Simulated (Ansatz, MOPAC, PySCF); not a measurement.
Species: OCl, net charge 0, doublet state. SMILES: [O]Cl
Coordinates optimised at B3LYP-D3(BJ)/def2-TZVP (Ansatz, a quantum-chemistry and plane-wave program):
```
Cl
O 1 1.5797
```
Charge 0, spin multiplicity 2.

Unscaled harmonic wavenumbers (cm⁻¹) in rising order, each level at the stationary point that it reaches from this structure (no distance between atoms moves by over 0.3 Å); the order of modes can differ between levels, and a negative number is imaginary. B3LYP-D3(BJ)/def2-TZVP (PySCF, at the structure above): 855.

AM1 (MOPAC): 905. Zero-point energy 1.3 against 1.2 kcal/mol; where all levels lie over 400 cm⁻¹, the wavenumbers are on average 1.058 times those of B3LYP-D3(BJ)/def2-TZVP.

PM3 (MOPAC): 859. Zero-point energy 1.2 against 1.2 kcal/mol; where all levels lie over 400 cm⁻¹, the wavenumbers are on average 1.005 times those of B3LYP-D3(BJ)/def2-TZVP.

PM7 (MOPAC): 957. Zero-point energy 1.4 against 1.2 kcal/mol; where all levels lie over 400 cm⁻¹, the wavenumbers are on average 1.120 times those of B3LYP-D3(BJ)/def2-TZVP.

HF/6-31G* (Ansatz): 830. Zero-point energy 1.2 against 1.2 kcal/mol; where all levels lie over 400 cm⁻¹, the wavenumbers are on average 0.971 times those of B3LYP-D3(BJ)/def2-TZVP.
